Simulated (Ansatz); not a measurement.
The input, for Ansatz 0.2.0:

```yaml
crystal:
  periodic: [false, false, false]
  atoms:
    - {symbol: Al, position_ang: [-0.000853, -0.100316, 0.622435]}
    - {symbol: N, position_ang: [-0.001686, 0.095729, -1.295886]}
    - {symbol: H, position_ang: [0.046278, 1.355087, 1.346149]}
basis:
  gaussian: {orbitals: cc-pVDZ}
magnetization: {spin_polarized: true, initial_magnetization: 3}
correlation: {method: ccsd, electrons: outside_noble_gas, diis_vectors: 4}
accuracy: high
scf: {lower_state_search: off}
```

```sh
$ ansatz run in.yaml --threads 1 --pin off --events-out ev --progress --plain --max-ram 2393MiB
```

Log:

```
these checks for a lower state are left out or cut short: stability, starts, cluster_reference, orbital_swaps, neighbouring_geometries, increment
751 factors; integrals over basis functions are off by at most 3.3e-9 eV
mean field evaluation 1: about -8076.7436 eV, gradient 8.5e0 eV
mean field evaluation 2: about -8076.7478 eV, gradient 8.5e0 eV
mean field evaluation 4: about -8077.7144 eV, gradient 1.7e0 eV
mean field evaluation 8: about -8077.8092 eV, gradient 2.1e-1 eV
mean field evaluation 16: about -8077.8146 eV, gradient 4.4e-8 eV
mean field -8077.81455414 eV, -296.8542095255 hartree, gradient 4.4e-8 eV, S^2 3.774022; 0 other end points of the search recorded, 0 dependent functions left out
6 core orbitals not correlated: weight in the atoms' cores, before any rotation towards them, 1.000 or more for the frozen orbitals, at most 0.000 for the correlated occupied ones
reference -8077.81455414 eV, -296.8542095255 hartree; 6, 3 occupied and 25, 28 virtual orbitals, 751 factors
second order -3.81350452 eV of doubles, -0.00000000 eV of singles
cycle   1  -4.37154251 eV  change   -5.6e-1 eV  update   6.5e-2
cycle   2  -4.59620908 eV  change   -2.2e-1 eV  update   2.8e-2
cycle   3  -4.63818474 eV  change   -4.2e-2 eV  update   1.5e-2
cycle   4  -4.63652438 eV  change    1.7e-3 eV  update   7.1e-3
cycle   5  -4.63731185 eV  change   -7.9e-4 eV  update   3.7e-3
...
cycle  31  -4.63981904 eV  change  -8.1e-10 eV  update   4.5e-8
cycle  32  -4.63981905 eV  change   -1.1e-8 eV  update   3.4e-8
cycle  33  -4.63981906 eV  change   -5.5e-9 eV  update   2.7e-8
cycle  34  -4.63981884 eV  change    2.2e-7 eV  update   6.2e-8
cycle  35  -4.63981881 eV  change    2.9e-8 eV  update   2.5e-8
cycle  36  -4.63981882 eV  change   -3.0e-9 eV  update   1.0e-8
cycle  37  -4.63981882 eV  change   -4.0e-9 eV  update   4.8e-9
cycle  38  -4.63981882 eV  change   -1.4e-9 eV  update   2.4e-9
cycle  39  -4.63981882 eV  change   4.4e-11 eV  update   1.2e-9
cycle  40  -4.63981882 eV  change   1.4e-10 eV  update  5.6e-10
Total energy: -8082.45437297 eV, -297.0247197222 hartree
Checks for a lower state left out: stability, starts, cluster_reference, orbital_swaps, neighbouring_geometries, increment
```

Ran on 1 thread of Arm Neoverse V1, shared host: 1.1 s wall, 0.11 GiB peak host memory.
